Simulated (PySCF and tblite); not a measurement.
C5H12O, numbered as in [CH3:1][CH2:2][CH2:3][O:4][CH2:5][CH3:6].

The ensemble was built from 150 distance-geometry starts (ETKDG and KDG, MMFF94s, GFN2-xTB) and rests on GFN2-xTB geometries. Weights use PBE0-D3(BJ)/pcSseg-1 (IEF-PCM, chloroform) energies plus GFN2-xTB zero-point and thermal terms (modes under about 200 cm⁻¹ blended into free rotors). Symmetry numbers and mirror images are counted. Conformers within 4 kcal/mol (GFN2-xTB free energy) were kept, 10 at most. GIAO shieldings: PBE0/pcSseg-1 (IEF-PCM, chloroform). Shifts are against TMS (¹H), TMS (¹³C) at the same level. Codes: tblite and PySCF.

Torsions listed: C1–C2–C3–O4, C2–C3–O4–C5, C3–O4–C5–C6. Of a mirror pair one member is shown.

| conformer | shape | weight % | dipole D |
| --- | --- | --- | --- |
| 1 | -66°, 179°, -179° | 48.0 | 1.44 |
| 2 | 180°, 180°, 180° | 16.1 | 1.41 |
| 3 | -60°, -74°, -171° | 12.1 | 1.57 |
| 4 | -68°, 169°, 71° | 6.1 | 1.53 |
| 5 | -67°, -172°, -72° | 5.8 | 1.54 |

Not shown: 4 more, 11.9 % in all.

Question: How do the computed shifts compare with measured ones?

Answer: 
| nucleus | signal | leading conformer | average | measured | medium |
| --- | --- | --- | --- | --- | --- |
| ¹³C | C1 | 14.2 | 13.4 | 10.7 | not stated per compound (mostly CDCl3 or CCl4) |
| ¹³C | C2 | 28.5 | 27.7 | 23.2 | not stated per compound (mostly CDCl3 or CCl4) |
| ¹³C | C3 | 77.1 | 76.9 | 72.5 | not stated per compound (mostly CDCl3 or CCl4) |

Measured values: Pretsch, Buehlmann, Badertscher, Structure Determination of Organic Compounds, 4th ed. (2009). Mean difference for ¹³C: 3.87 ppm, scatter 0.83 ppm. The computed shifts are unscaled and lack vibrational corrections.
